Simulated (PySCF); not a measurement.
One ligand Y is varied and pulled off as a radical: Cd(F)1–Y. Isolated molecules, 0 K electronic values unless said otherwise. One relaxed conformer stands for each flexible species; it need not be the lowest. Multiplicities are imposed; where one is given, others were not computed. Strings in code marks are SMILES.

Quantity: electronic energy of homolysis of the metal–ligand bond (relaxed doublet parts, no counterpoise, zero-point or spin–orbit term), in eV.

Case: OH: [Cd(F)(OH)]. The other species in the difference include [Cd(F)] (neutral, multiplicity 2). Geometry of [Cd(F)(OH)] (neutral, multiplicity 1, Å):

```xyz
4

Cd    -0.0416     0.0436    -0.0071
F      1.4371    -0.4073    -1.1729
O     -1.5973     0.3712     1.1584
H     -1.5310     1.2849     1.5033
```

**Question.** Give the electronic energy of homolysis of the metal–ligand bond (relaxed doublet parts, no counterpoise, zero-point or spin–orbit term) at the level B3LYP-D3(BJ)/def2-TZVP // BP86-D3(BJ)/def2-SVP (PySCF).

**Answer.** 3.26 eV.
